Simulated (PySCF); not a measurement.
## Building multiplets from coupling constants

Geometry (Å), atoms numbered from 1 in this order:
```xyz
9

C     1.756    0.116   -0.103
C     0.479   -0.017    0.271
N    -0.557    0.037   -0.656
C    -1.748   -0.089   -0.233
H     2.002    0.270   -1.157
H     2.566    0.075    0.627
H     0.218   -0.173    1.333
H    -2.001   -0.240    0.836
H    -2.582   -0.048   -0.945
```

One conformer, no solvent, relativity neglected. Couplings computed with B3LYP/pcJ-1; geometry: PBE0-D3(BJ)/def2-SVP; σ from GIAO-CAM-B3LYP/pcSseg-2; PySCF.

δ = σ(ref) − σ, references computed at the same level: TMS for 1H.

Spectrometer: 800 MHz for 1H. First-order analysis; couplings under 1 Hz (under 4 Hz in carbon signals) are ignored, and nearly equal couplings are merged; the smaller ones broaden or split the lines further.

(1) What pattern does H6 show (1H)?

(2) What pattern does H7 show (1H)?

(3) What pattern does H9 show (1H)?

(4) What pattern does H5 show (1H)?

Results:

(1) A doublet of triplets at δ 5.46: 7.9 Hz to H7 (1 × 1H, 3 bonds away), 1.9 Hz to H5 and H9 (2 × 1H, 2 or 5 bonds away). Lines in Hz from the centre (relative intensity): +5.8 (1), +4.0 (2), +2.0 (1), -2.0 (1), -4.0 (2), -5.8 (1). The outer lines are 11.7 Hz apart, the sum of the couplings kept, or 0.015 ppm at this field.

(2) A doublet of doublets of doublets at δ 6.98: 15.8 Hz to H5 (1 × 1H, 3 bonds away), 7.9 Hz to H6 (1 × 1H, 3 bonds away), 1.7 Hz to H9 (1 × 1H, 4 bonds away). Lines in Hz from the centre (relative intensity): +12.7 (1), +11.0 (1), +4.8 (1), +3.1 (1), -3.1 (1), -4.8 (1), -11.0 (1), -12.7 (1). The outer lines are 25.4 Hz apart, the sum of the couplings kept, or 0.032 ppm at this field.

(3) A doublet of triplets of doublets at δ 7.22: 18.6 Hz to H8 (1 × 1H, 2 bonds away), 1.7 Hz to H6 and H7 (2 × 1H, 4 or 5 bonds away), 1.0 Hz to H5 (1 × 1H, 5 bonds away). Lines in Hz from the centre (relative intensity): +11.5 (1), +10.5 (1), +9.8 (2), +8.8 (2), +8.1 (1), +7.1 (1), -7.1 (1), -8.1 (1), -8.8 (2), -9.8 (2), -10.5 (1), -11.5 (1). The outer lines are 23.0 Hz apart, the sum of the couplings kept, or 0.029 ppm at this field.

(4) A doublet of doublets of triplets at δ 6.06: 15.8 Hz to H7 (1 × 1H, 3 bonds away), 2.0 Hz to H6 (1 × 1H, 2 bonds away), 1.0 Hz to H8 and H9 (2 × 1H, 5 bonds away). Lines in Hz from the centre (relative intensity): +9.9 (1), +8.9 (2), +7.9 (2), +6.9 (2), +5.9 (1), -5.9 (1), -6.9 (2), -7.9 (2), -8.9 (2), -9.9 (1). The outer lines are 19.8 Hz apart, the sum of the couplings kept, or 0.025 ppm at this field.

Unscaled 3J(H,H) at this level run about 10 % above measured values.
